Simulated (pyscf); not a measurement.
Structures and frequencies: ωB97X-D3(BJ)/def2-SVP in PySCF. Correlated levels are frozen-core, on RHF or UHF. ΔMP2 is the change of the MP2 total energy from the triple- to the quadruple-zeta basis.

SMILES: [C]=CO
```xyz
5

C     -0.5108     0.6147     0.9591
C     -1.2637    -0.1515     0.1998
O     -1.3107    -1.3771    -0.3546
H     -2.1295     0.5189    -0.0060
H     -0.5155    -1.8653    -0.1064
```
Charge 0, spin multiplicity 1.

List the bond dissociation enthalpies at 298 K of :C=CH–OH [singlet] from CCSD(T)/def2-TZVPP + ΔMP2(QZVPP), from the weakest bond up.

C–O to •C≡CH + OH•: 74.5 kcal/mol; C–H to •C≡C–OH + H•: 78.6 kcal/mol. Ring and multiple bonds, and those that leave no two simple radicals, are not listed. The radicals are drawn with the spin at the cut bond; how far it spreads was not checked. :C=CH–OH [singlet] may be a fragile minimum: a first optimisation, from another start, lost the drawn bonds. :C=CH–OH [singlet] lies 84.0 kcal/mol over its isomer H₂C=C=O, and others may lie lower still (electronic energy, ωB97M-D3(BJ)). •C≡C–OH lies 53.4 kcal/mol over its isomer •HC=C=O, and others may lie lower still (electronic energy, ωB97M-D3(BJ)). The CCSD(T) − MP2 part came from Ansatz, without density fitting, on the same reference. An open-shell T1 diagnostic exceeds 0.045. A UHF reference is spin-contaminated (<S²> up to 1.15), which harms MP2 most. Left out: the spin-orbit lowering of OH. C₂H has a Π state close over its Σ ground state, and the state reached was not checked.
